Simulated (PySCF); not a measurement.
Gas-phase reaction: 2 SiH2ClNH2 + 4 SiH3 = 2 trisilylamine + 2 H + Cl2

Computed with PySCF and rigid-rotor harmonic-oscillator thermochemistry at 1 bar. † marks an energy on the PBE0/def2-TZVP geometry and frequencies; other levels use their own. MP2 and CCSD(T) freeze the core. Open shells (unrestricted): SiH3 (multiplicity 2), H (multiplicity 2); the rest are closed-shell singlets. SiH2ClNH2: computed as isolated molecules; such fragments, hydroxides, amides, oligomers or adducts are transient or little studied in the gas. MP2 isn't extrapolated to the basis-set limit; its ΔH°(298 K) is -7.2 kJ in def2-SVP and -43.2 kJ in def2-TZVPP. CCSD(T) isn't extrapolated to the basis-set limit. The harmonic model lacks anharmonicity and excited electronic states, which grow with temperature; levels with a mode under 35 cm⁻¹ are left out. Internal rotation in SiH2ClNH2, trisilylamine is treated as a harmonic vibration of one conformer, which makes the entropy rough.

```tsv
level	ΔE electronic, kJ	ΔH°(298 K), kJ	ΔS°(298 K), J/K	ΔG°(1000 K), kJ
BLYP/def2-TZVP†	82	56	-271	308
CCSD(T)/def2-SVP†	39	13	-271	265
HF/def2-TZVP†	84	57	-271	310
MP2/def2-TZVPP†	-17	-43	-271	209
PBE/def2-SVP	72	47	-251	277
PBE0/def2-TZVP	48	22	-271	274
LDA/def2-TZVP†	-15	-42	-271	211
ωB97X-V/def2-TZVP†	-25	-51	-271	201
```
ΔH° is lowest at ωB97X-V/def2-TZVP† and highest at HF/def2-TZVP†. No reference value is set beside these.
